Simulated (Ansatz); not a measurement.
hcp Tl was calculated with r²SCAN (Ansatz, a program for electronic structure, plane waves, PAW).

Run with plane-wave cutoff 560 eV, 18×18×10 k mesh (along the axes of the cell as run), Fermi–Dirac smearing 0.05 eV, scalar-relativistic PAW data made under PBE.

Computed at the level's own relaxed cell.

Task: Predict the equilibrium volume per atom, pressure derivative B′ of the bulk modulus, bulk modulus and equilibrium lattice constant a.

Result: 
* **equilibrium volume per atom**: 30.14 Å³/atom
* **pressure derivative B′ of the bulk modulus**: 5.4
* **bulk modulus**: 31.5 GPa
* **equilibrium lattice constant a**: 3.534 Å

The run finds no gap.

Measured, for comparison: bulk modulus 37.4 GPa (copied from a table, unchecked, extrapolated to 0 K and zero-point effects removed; as tabulated in Lejaeghere et al. (2013), arXiv:1204.2733); lattice constant a 3.457 Å (293 K, no zero-point or thermal correction; as tabulated in Wikipedia's data pages). Computed (rounded) less measured: bulk modulus not scored (unchecked), lattice constant a +2.2 %.

Note: the bulk modulus comes from volumes at which shape and atoms were relaxed.

Spin–orbit coupling is not included; it can shift volumes and moduli of such heavy elements.
